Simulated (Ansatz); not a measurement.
`C=CC(F)Cl`, relaxed with RKS PBE-D4/def2-SVP in Ansatz 0.2.0 from a rough embedded geometry. The force threshold is 0.03 eV/Å; the program also tests the step.

The species carries charge 0 and has multiplicity 1.

Start:

```xyz
9

C    -0.893    0.960   -0.576
C    -0.550   -0.143    0.145
C     0.854   -0.542    0.478
F     1.804    0.421   -0.090
Cl    1.240   -2.138   -0.154
H    -0.193    1.576   -1.060
H    -1.957    1.131   -0.809
H    -1.289   -0.768    0.532
H     0.984   -0.497    1.534
```

Problem. By how much does the energy fall, and how many steps does the optimiser take? (Best estimate.)

Solution. The calculation gave: 0.36 eV, in 8 steps, 3 of them rejected.

Problem. Which bonds change most? (Best estimate.)

Solution. Computed: C3–F4 from 1.468 to 1.363 Å; C3–Cl5 from 1.759 to 1.825 Å; C2–H8 from 1.042 to 1.102 Å; C1–H6 from 1.051 to 1.101 Å.

Problem. Give the relaxed structure. (Estimate.)

Solution. Computed: 
```xyz
9

C    -0.906    0.928   -0.615
C    -0.558   -0.128    0.136
C     0.861   -0.472    0.462
F     1.741    0.414   -0.084
Cl    1.232   -2.149   -0.154
H    -0.141    1.599   -1.035
H    -1.963    1.148   -0.831
H    -1.311   -0.811    0.564
H     1.046   -0.528    1.557
```
